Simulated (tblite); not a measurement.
# AsBrFH3: the cost of one run

Computed with tblite 0.8.0 and PySCF 2.14.0; each step states its level. No surroundings beyond the atoms listed, unless a continuum is named. Atoms count from 0, parts from 1.

## (1) Starting point

6 atoms, charge 0, multiplicity 1; geometry: rigid parts in contact. Parts: 1 = atoms 0–1, `FBr`, charge 0; 2 = atoms 2–5, `[AsH3]`, charge 0.

## (2) Search for minima with GFN2-xTB

What the job is given:

```
{"job": {"kind": "dock", "xc": "GFN2-xTB", "basis": "xTB"}, "charge": 0, "multiplicity": 1, "parts": [{"atoms": "0-1", "charge": 0, "multiplicity": 1}, {"atoms": "2-5", "charge": 0, "multiplicity": 1}]}
Br     0.899739     0.003385    -0.006218
F     -0.899739    -0.003385     0.006218
As     3.986340     0.579019    -0.784704
H      5.390035     0.386928    -1.264721
H      4.215130     2.057306    -0.768271
H      3.535187     0.684301    -2.207335
```

Method: GFN2-xTB search for minima from random contacts, gas phase.

Command:

```
$ OMP_NUM_THREADS=1 python cluster_run.py task.json out
```

One launch serves the whole session: the jobs run in the order shown.

**Question.** How long does this first job take on 1 thread of Intel Xeon 6975P-C, shared host?

About 6 s.
